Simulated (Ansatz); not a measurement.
Reaction (SMILES): [C-]#[NH+] (CHN) [methanidylidyneazanium] -> [C-]#[NH+] as doublet, charge +1 + e-
Each molecule is optimised on its own at B3LYP-D3(BJ)/def2-TZVP (Ansatz, a first-principles code). Markedly spin-contaminated UHF reference, which strains HF, MP2 and, less, CCSD(T): [C-]#[NH+] as doublet, charge +1. High T1 diagnostic, so coupled cluster is less sure: [C-]#[NH+] as doublet, charge +1. A spin state is the lowest found, not a proven ground state.

Wanted: adiabatic ionisation energy (electronic energy difference), in eV. Valence correlation only, unless marked. UHF or UKS for open shells. No spin-orbit coupling. No relativistic terms. CBS(X,Y): correlation extrapolated as X^-3; Hartree-Fock from the larger set.

```csv
level,program,adiabatic ionisation energy (eV)
BLYP-D4/def2-TZVPD,Ansatz + dftd4,11.98
r2SCAN-D3(BJ)/def2-TZVPD,Ansatz + dftd3,11.84
PBE0-D4/def2-TZVPD,Ansatz + dftd4,11.96
r2SCANh/def2-TZVPD,Ansatz,11.85
```

### Question
Estimate the value at CCSD(T)/CBS(aug-cc-pVTZ,aug-cc-pVQZ) as computed with Ansatz.

### Answer
12.03 eV
